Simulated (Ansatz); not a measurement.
This geometry of C2H7Si (10 atoms, charge -1, multiplicity 1) is a first-order saddle point.

Computed with RKS PBE/def2-SVP in Ansatz.

```xyz
10
Properties=species:S:1:pos:R:3
C -0.987 0.714 -0.684
C 0.362 0.059 -0.472
Si 0.998 -0.981 0.932
H -1.806 -0.010 -0.968
H -0.987 1.497 -1.483
H -1.355 1.210 0.243
H 0.933 -0.117 -1.406
H 0.211 -2.318 1.341
H 0.694 -0.211 2.233
H 1.937 0.156 0.264
```

Task: Which two structures does it join? (They come from a converged band through this point; their orientation in space is the band's.)

Result: Bonds broken: Si3–H10. Bonds formed: C2–H10.

Image 0:

```xyz
10
Properties=species:S:1:pos:R:3
C -1.085 0.739 -0.719
C 0.324 0.216 -0.593
Si 0.922 -0.679 0.838
H -1.884 0.042 -1.130
H -1.165 1.648 -1.378
H -1.491 1.064 0.271
H 0.812 -0.052 -1.555
H 0.533 -2.148 1.291
H 0.586 0.028 2.168
H 2.448 -0.857 0.807
```

Image 8:

```xyz
10
Properties=species:S:1:pos:R:3
C -0.734 0.650 -0.529
C 0.674 0.061 -0.397
Si 1.024 -1.195 1.118
H -1.488 -0.162 -0.639
H -0.872 1.353 -1.394
H -1.015 1.202 0.395
H 0.946 -0.472 -1.339
H -0.287 -2.040 0.896
H 0.333 -0.287 2.205
H 1.419 0.890 -0.316
```

Task: How far does it lie above each of them?

Result: 1.55 eV above the first and 2.41 eV above the second. This is the barrier of this one path; another mechanism may lie lower. The orbitals stay closed-shell, which can raise the energy where a bond breaks towards radicals; this wasn't checked here. Limits of this set-up: an anion without diffuse functions, the dipole of an ion depends on the origin.

The run took 110 s on 1 thread of Arm Neoverse V2 (shared host), peak memory 0.11 GiB.
